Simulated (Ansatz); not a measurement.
```yaml
atoms:
  - { symbol: C, position_ang: [0.0000, 0.0000, 0.1104] }
  - { symbol: H, position_ang: [0.0000, 0.9826, -0.3311] }
  - { symbol: H, position_ang: [0.0000, -0.9826, -0.3311] }
```

Basis set: pcseg-2 (spherical functions). Charge 0, multiplicity 3.

Computed with Ansatz (development build ahead of 0.2.0); each method stands on the lowest determinant of its kind that the runs found.

The atomization energy at this shape (free ground-state atoms in the same class of orbitals less the molecule, no zero-point energy) of triplet CH2:

```csv
method,atomization energy
UHF,6.74 eV
```

Task: What does ωB97X (unrestricted) give?

Result: 8.25 eV. Caution: other spin multiplicities may lie lower.

The shape needn't be a minimum at these levels.
